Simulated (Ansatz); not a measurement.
System (SMILES): F (HF).
Geometry (B3LYP-D3(BJ)/def2-TZVP, fixed):
```
F
H 1 0.9245
```

Basis-set convergence of the dipole moment at HF with Ansatz (a first-principles code). Dipoles come from the density behind the forces; the sign is taken along the dipole that this method gives in the largest set. Cartesian d functions, on some or all atoms, in 6-31G*, 6-31+G*; all else is spherical. The program fits the integrals of some runs and decomposes those of others, by size. No added dispersion term, no relativity. Reference: the value in aug-cc-pV5Z, 1.937 D. Deviations are taken from unrounded values.

```json
[
 {"basis": "6-31G*", "functions": "17", "dipole moment (D)": "1.996"},
 {"basis": "6-31+G*", "functions": "21", "dipole moment (D)": "2.102"},
 {"basis": "cc-pVDZ", "functions": "19", "dipole moment (D)": "1.965"},
 {"basis": "aug-cc-pVDZ", "functions": "32", "dipole moment (D)": "1.946"},
 {"basis": "def2-SVP", "functions": "19", "dipole moment (D)": "2.003"},
 {"basis": "def2-SVPD", "functions": "31", "dipole moment (D)": "1.976"},
 {"basis": "pcseg-1", "functions": "19", "dipole moment (D)": "2.017"},
 {"basis": "aug-pcseg-1", "functions": "32", "dipole moment (D)": "1.923"},
 {"basis": "6-311G**", "functions": "24", "dipole moment (D)": "2.034"},
 {"basis": "6-311+G**", "functions": "28", "dipole moment (D)": "2.083"},
 {"basis": "def2-TZVP", "functions": "37", "dipole moment (D)": "2.031"},
 {"basis": "def2-TZVPD", "functions": "49", "dipole moment (D)": "1.936"},
 {"basis": "cc-pVTZ", "functions": "44", "dipole moment (D)": "1.956"},
 {"basis": "aug-cc-pVTZ", "functions": "69", "dipole moment (D)": "1.940"},
 {"basis": "pcseg-2", "functions": "44", "dipole moment (D)": "1.988"},
 {"basis": "aug-pcseg-2", "functions": "69", "dipole moment (D)": "1.939"},
 {"basis": "def2-TZVPP", "functions": "45", "dipole moment (D)": "1.968"},
 {"basis": "def2-TZVPPD", "functions": "57", "dipole moment (D)": "1.939"},
 {"basis": "cc-pVQZ", "functions": "85", "dipole moment (D)": "1.948"},
 {"basis": "aug-cc-pVQZ", "functions": "126", "dipole moment (D)": "1.937"},
 {"basis": "def2-QZVPP", "functions": "87", "dipole moment (D)": "1.955"},
 {"basis": "def2-QZVPPD", "functions": "99", "dipole moment (D)": "1.937"},
 {"basis": "pcseg-3", "functions": "93", "dipole moment (D)": "1.941"},
 {"basis": "aug-pcseg-3", "functions": "134", "dipole moment (D)": "1.938"},
 {"basis": "cc-pV5Z", "functions": "146", "dipole moment (D)": "1.947"},
 {"basis": "aug-cc-pV5Z", "functions": "207", "dipole moment (D)": "1.937"}
]
```

What the diffuse functions change, pair by pair:
- 6-31G* to 6-31+G*: 4 more functions, deviation 0.059 to 0.165 D
- cc-pVDZ to aug-cc-pVDZ: 13 more functions, deviation 0.028 to 0.009 D
- def2-SVP to def2-SVPD: 12 more functions, deviation 0.067 to 0.040 D
- pcseg-1 to aug-pcseg-1: 13 more functions, deviation 0.081 to -0.014 D
- 6-311G** to 6-311+G**: 4 more functions, deviation 0.097 to 0.146 D
- def2-TZVP to def2-TZVPD: 12 more functions, deviation 0.094 to -0.001 D
- cc-pVTZ to aug-cc-pVTZ: 25 more functions, deviation 0.019 to 0.003 D
- pcseg-2 to aug-pcseg-2: 25 more functions, deviation 0.051 to 0.003 D
- def2-TZVPP to def2-TZVPPD: 12 more functions, deviation 0.031 to 0.002 D
- cc-pVQZ to aug-cc-pVQZ: 41 more functions, deviation 0.012 to 0.000 D
- def2-QZVPP to def2-QZVPPD: 12 more functions, deviation 0.019 to 0.000 D
- pcseg-3 to aug-pcseg-3: 41 more functions, deviation 0.004 to 0.001 D
- cc-pV5Z to aug-cc-pV5Z: 61 more functions, deviation 0.010 to 0.000 D

Leaving out the reference's own pair, they bring the value nearer the reference by more than 0.001 D in 10 of 12 pairs.
